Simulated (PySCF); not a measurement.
C5H5N, charge +1, sextet, at a GFN2-xTB geometry of the parent state (a state made from the parent by changing its charge; the spin is typed, not shown lowest); PySCF with CAMB3LYP/STO-3G.

Here is a job for PySCF.
```python
from pyscf import gto, scf, dft

mol = gto.M(
    atom='''
C    -0.44127259    1.25885417    0.04128929
C    -1.34713651    0.23476813   -0.15761661
C    -0.83943962   -1.07087653   -0.19390255
N     0.43131344   -1.23044291   -0.04035742
C     1.32782964   -0.32239336    0.14820455
C     0.90937434    1.01407157    0.19857743
H    -0.80051802    2.28370282    0.07490340
H    -2.40856432    0.39067044   -0.28409065
H    -1.47743455   -1.93292137   -0.34505876
H     2.36712568   -0.60517282    0.26181154
H     1.64406551    1.79027743    0.35562378
''',
    basis='sto-3g',
    charge=1,
    spin=5,
    verbose=5,
)

mf = dft.ROKS(mol)
mf.xc = 'camb3lyp'
mf.kernel()
```

### Question
Predict the main parts of the log of this PySCF run.

### Answer

```
PySCF version 2.14.0

[INPUT] verbose = 5
[INPUT] max_memory = 4000
[INPUT] num. atoms = 11
[INPUT] num. electrons = 41
[INPUT] charge = 1
[INPUT] spin (= nelec alpha-beta = 2S) = 5
[INPUT] symmetry False subgroup None
[INPUT] Mole.unit = angstrom
[INPUT] Symbol           X                Y                Z      unit          X                Y                Z       unit  Magmom
[...]
[INPUT] ---------------- BASIS SET ----------------
[INPUT] l, kappa, [nprim/nctr], expnt,             c_1 c_2 ...
[INPUT] H
[...]
                                0.62391373        0.53532814
                                0.1688554         0.44463454
[INPUT] C
[...]
                                13.045096         0.53532814
                                3.5305122         0.44463454
[...]
                                0.6834831         0.39951283
                                0.2222899         0.70011547
[...]
                                0.6834831         0.60768372
                                0.2222899         0.39195739
[INPUT] N
[...]
                                18.052312         0.53532814
                                4.8856602         0.44463454
[...]
                                0.8784966         0.39951283
                                0.2857144         0.70011547
[...]
                                0.8784966         0.60768372
                                0.2857144         0.39195739

nuclear repulsion = 208.653434833071
number of shells = 23
number of NR pGTOs = 105
number of NR cGTOs = 35
basis = sto-3g
ecp = {}

******** <class 'pyscf.dft.roks.ROKS'> ********
method = ROKS
initial guess = minao
damping factor = 0
level_shift factor = 0
DIIS = <class 'pyscf.scf.diis.CDIIS'>
diis_start_cycle = 1
diis_space = 8
diis_damp = 0
SCF conv_tol = 1e-09
SCF conv_tol_grad = None
SCF max_cycles = 50
direct_scf = True
direct_scf_tol = 1e-13
num. doubly occ = 18  num. singly occ = 5
XC library pyscf.dft.libxc version 7.1.2
    S. Lehtola, C. Steigemann, M. J. T. Oliveira, and M. A. L. Marques,  SoftwareX 7, 1–5 (2018)
XC functionals = camb3lyp
    T. Yanai, D. P. Tew, and N. C. Handy,  Chem. Phys. Lett. 393, 51 (2004)
radial grids:
    Treutler-Ahlrichs [JCP 102, 346 (1995); DOI:10.1063/1.469408] (M4) radial grids

becke partition: Becke, JCP 88, 2547 (1988); DOI:10.1063/1.454033
pruning grids: <function nwchem_prune>
grids dens level: 3
symmetrized grids: False
atomic radii adjust function: <function treutler_atomic_radii_adjust>
small_rho_cutoff = 0
Set gradient conv threshold to 3.16228e-05
atom C rad-grids = 75, ang-grids = [ 50  50  50  50  50  50  50  50  50  50  50  50  50  50  50  50  50  50
  50  50  50  50  86  86  86  86  86  86  86  86  86  86 266 266 266 266
 266 266 302 302 302 302 302 302 302 302 302 302 302 302 302 302 302 302
 302 302 302 302 266 266 266 266 266 266 266 266 266 266 266 266 266 266
 266 266 266]
atom N rad-grids = 75, ang-grids = [ 50  50  50  50  50  50  50  50  50  50  50  50  50  50  50  50  50  50
  50  50  50  50  50  86  86  86  86  86  86  86  86  86  86 266 266 266
 266 266 266 266 302 302 302 302 302 302 302 302 302 302 302 302 302 302
 302 302 302 302 302 302 266 266 266 266 266 266 266 266 266 266 266 266
 266 266 266]
atom H rad-grids = 50, ang-grids = [ 50  50  50  50  50  50  50  50  50  50  50  50  50  50  50  86  86  86
  86 266 266 266 266 266 302 302 302 302 302 302 302 302 302 302 302 302
 302 266 266 266 266 266 266 266 266 266 266 266 266 266]
tot_boxes 2720, boxes in each direction [15 14  8]
Padding 4 grids
tot grids = 133536
nelec by numeric integration = [20.88050495 20.88050495]
E1 = -742.3882622732968  E2 = 287.1918905941303  Ecoul = 323.49376740249824  Exc = -36.30187680836794
init E= -246.542936846096
cond(S) = 15.106160403356439
[...]
                  Roothaan           | alpha              | beta
  Highest 2-occ = -0.361761844229573 | -0.361761844229573 | -0.361761844229573
  Lowest 0-occ =   0.202298925635585 |  0.202298925635586 |  0.202298925635586
  1-occ =         -0.287064716360447 | -0.287064716360447 | -0.287064716360447
  1-occ =         -0.238047881714553 | -0.238047881714553 | -0.238047881714553
  1-occ =         -0.224174335685745 | -0.224174335685746 | -0.224174335685746
  1-occ =         0.0170895152051274 | 0.0170895152051289 | 0.0170895152051289
  1-occ =         0.0299276496892305 | 0.0299276496892313 | 0.0299276496892313
  Roothaan mo_energy =
[-14.3388319  -10.13011884 -10.1277308  -10.12741904 -10.12582533
 -10.12572841  -1.31631391  -1.05821736  -1.01046065  -0.76217369
  -0.73744808  -0.59206041  -0.51068181  -0.49940384  -0.43799934
  -0.43588206  -0.40012005  -0.36176184  -0.28706472  -0.23804788
  -0.22417434   0.01708952   0.02992765   0.20229893   0.33098767
   0.3861284    0.38804242   0.4210651    0.43575682   0.52154048
   0.55588291   0.57635741   0.5941628    0.75410007   0.78966621]
nelec by numeric integration = [22.99998349 17.99998191]
E1 = -731.1538612812604  E2 = 278.14898504773566  Ecoul = 313.4981184821736  Exc = -35.34913343443794
cycle= 1 E= -244.351441400454  delta_E= 2.19  |g|= 0.207  |ddm|= 3.58
[...]
                  Roothaan           | alpha              | beta
  Highest 2-occ = -0.668825809906616 | -0.679453130083885 | -0.645375459574825
  Lowest 0-occ =  0.00292353147760516 | -0.0854223930009729 | 0.0913363136727112
  1-occ =         -0.509934940704688 | -0.663353768953503 | -0.359342187861071
  1-occ =         -0.484276180374316 | -0.633759637374949 | -0.334792723373613
  1-occ =         -0.443137526156452 | -0.594567601540767 |  -0.31517573779271
  1-occ =         -0.233039332750716 | -0.386163774931781 | -0.0799602656955671
  1-occ =         -0.232311862793894 | -0.382637995071649 | -0.0819857305165762
  Roothaan mo_energy =
[-1.45980788e+01 -1.04386570e+01 -1.04385015e+01 -1.04070853e+01
 -1.04070589e+01 -1.03871572e+01 -1.33325354e+00 -1.13835501e+00
 -1.10927318e+00 -9.62244950e-01 -9.36083762e-01 -8.39052494e-01
[...]
  -0.69501684  -0.67088318  -0.65204153  -0.49039773  -0.45072266
  -0.44608572  -0.21144431  -0.20149759   0.02905618   0.18302736
   0.22607042   0.22775222   0.27529244   0.28207747   0.34663073
   0.39296757   0.39882784   0.42646492   0.57647616   0.6016949 ]
nelec by numeric integration = [22.99998374 17.9999828 ]
E1 = -732.220248442976  E2 = 279.1782855042161  Ecoul = 314.5939444390718  Exc = -35.415658934855664
cycle= 8 E= -244.388528105689  delta_E= -2.56e-06  |g|= 0.000376  |ddm|= 0.00642
[...]
                  Roothaan           | alpha              | beta
  Highest 2-occ = -0.652029391335882 | -0.662100823580703 | -0.634673570534777
  Lowest 0-occ =  0.0290475911762412 | -0.0600179430128385 |  0.118125087941999
  1-occ =         -0.490347438150889 | -0.648033645064895 | -0.332608048230682
  1-occ =          -0.45074388759509 | -0.602968405684712 | -0.298525356750531
  1-occ =         -0.446110186596835 | -0.615433545879454 | -0.276963707459503
  1-occ =         -0.211413526920654 | -0.364431210795939 | -0.0584059207975883
  1-occ =         -0.201523672024254 | -0.352707757263057 | -0.0503222876158668
  Roothaan mo_energy =
[-14.59605008 -10.3817086  -10.38155615 -10.36655239 -10.36654088
 -10.36164358  -1.30119412  -1.11228075  -1.07724814  -0.94168784
  -0.91069752  -0.81927192  -0.77862436  -0.74488079  -0.71632472
  -0.69505842  -0.67082669  -0.65202939  -0.49034744  -0.45074389
  -0.44611019  -0.21141353  -0.20152367   0.02904759   0.18306765
   0.22605366   0.22768759   0.27534246   0.2820569    0.34662531
   0.39297213   0.39880082   0.42649869   0.57646677   0.60170271]
nelec by numeric integration = [22.99998374 17.9999828 ]
E1 = -732.220348194792  E2 = 279.1783851063862  Ecoul = 314.5940676943859  Exc = -35.41568258799971
cycle= 9 E= -244.388528255335  delta_E= -1.5e-07  |g|= 0.000103  |ddm|= 0.00153
[...]
                  Roothaan           | alpha              | beta
  Highest 2-occ =  -0.65202456203287 |  -0.66210906234822 | -0.634694719154285
  Lowest 0-occ =  0.0290491895670784 | -0.0600224738311136 |  0.118124292479305
  1-occ =         -0.490335761183638 | -0.648056251741806 | -0.332592767078233
  1-occ =         -0.450743759684461 | -0.602973512157608 | -0.298512704822551
  1-occ =         -0.446120501823995 | -0.615367855146082 | -0.276941902252363
  1-occ =         -0.211412933489888 | -0.364423327614464 | -0.0584090015744569
  1-occ =         -0.201521916005649 | -0.352715342983113 | -0.0503219628173077
  Roothaan mo_energy =
[-14.59606933 -10.38173983 -10.38158735 -10.36651453 -10.36650285
 -10.36162563  -1.30120907  -1.11226816  -1.07725318  -0.94168723
  -0.91069433  -0.81927125  -0.77862317  -0.74487818  -0.71632505
  -0.69506959  -0.6708193   -0.65202456  -0.49033576  -0.45074376
  -0.4461205   -0.21141293  -0.20152192   0.02904919   0.18307794
   0.22605231   0.22767051   0.27535344   0.28205829   0.34662781
   0.392974     0.39879981   0.42650343   0.57646407   0.60170797]
nelec by numeric integration = [22.99998375 17.9999828 ]
E1 = -732.2203514816441  E2 = 279.1783883883377  Ecoul = 314.59407386525714  Exc = -35.415685476919485
cycle= 10 E= -244.388528260236  delta_E= -4.9e-09  |g|= 2.97e-05  |ddm|= 0.000175
[...]
                  Roothaan           | alpha              | beta
  Highest 2-occ = -0.652024007696855 | -0.662113447732114 | -0.634688193315612
  Lowest 0-occ =  0.0290489215506486 | -0.0600244420942016 |  0.118122702865883
  1-occ =         -0.490332901318141 | -0.648063989285015 |  -0.33259615124144
  1-occ =         -0.450745211265425 | -0.602976512534821 | -0.298514009958774
  1-occ =         -0.446128476272304 | -0.615348037667602 |  -0.27692903456972
  1-occ =         -0.211413543020369 | -0.364421171204769 | -0.0584073126471862
  1-occ =         -0.201522718374255 | -0.352719120685377 | -0.0503255079373236
  Roothaan mo_energy =
[-14.59608256 -10.38174437 -10.3815919  -10.36651381 -10.36650217
 -10.36161403  -1.30121499  -1.11226545  -1.07725585  -0.94168882
  -0.91069379  -0.81927075  -0.77862377  -0.74487831  -0.71632617
  -0.69507541  -0.67081551  -0.65202401  -0.4903329   -0.45074521
  -0.44612848  -0.21141354  -0.20152272   0.02904892   0.18308125
   0.22605161   0.22766568   0.27535663   0.2820574    0.34662783
   0.39297499   0.39879882   0.42650363   0.57646178   0.60170848]
nelec by numeric integration = [22.99998375 17.9999828 ]
E1 = -732.2203764585911  E2 = 279.17841336493717  Ecoul = 314.59410184693945  Exc = -35.4156884820023
cycle= 11 E= -244.388528260583  delta_E= -3.47e-10  |g|= 3.15e-06  |ddm|= 3.09e-05
[...]
                  Roothaan           | alpha              | beta
  Highest 2-occ = -0.652023752392425 | -0.662114756902994 | -0.634683173974741
  Lowest 0-occ =  0.0290489286797406 | -0.0600246416145936 |  0.118122546605712
  1-occ =         -0.490332481916611 | -0.648066722134981 | -0.332598373002174
  1-occ =         -0.450745262312519 | -0.602976701470619 | -0.298513823154703
  1-occ =         -0.446130395864697 | -0.615339127051425 | -0.276921299613551
  1-occ =         -0.211413777598284 | -0.364420671345442 | -0.0584069375835637
  1-occ =         -0.201522661799268 | -0.352719542832934 | -0.0503257807659235
  Roothaan mo_energy =
[-14.5960858  -10.38174527 -10.38159279 -10.3665127  -10.36650116
 -10.36161229  -1.30121641  -1.11226502  -1.07725627  -0.94168912
  -0.91069357  -0.81927066  -0.77862381  -0.74487812  -0.71632618
  -0.69507661  -0.67081469  -0.65202375  -0.49033248  -0.45074526
  -0.4461304   -0.21141378  -0.20152266   0.02904893   0.18308184
   0.22605166   0.22766469   0.27535725   0.28205741   0.3466279
   0.39297519   0.39879883   0.42650363   0.57646134   0.60170861]
nelec by numeric integration = [22.99998375 17.9999828 ]
E1 = -732.2203851787056  E2 = 279.1784220850568  Ecoul = 314.59411143799514  Exc = -35.415689352938315
Extra cycle  E= -244.388528260578  delta_E= 5.17e-12  |g|= 4.36e-06  |ddm|= 9.86e-06
converged SCF energy = -244.388528260578
```
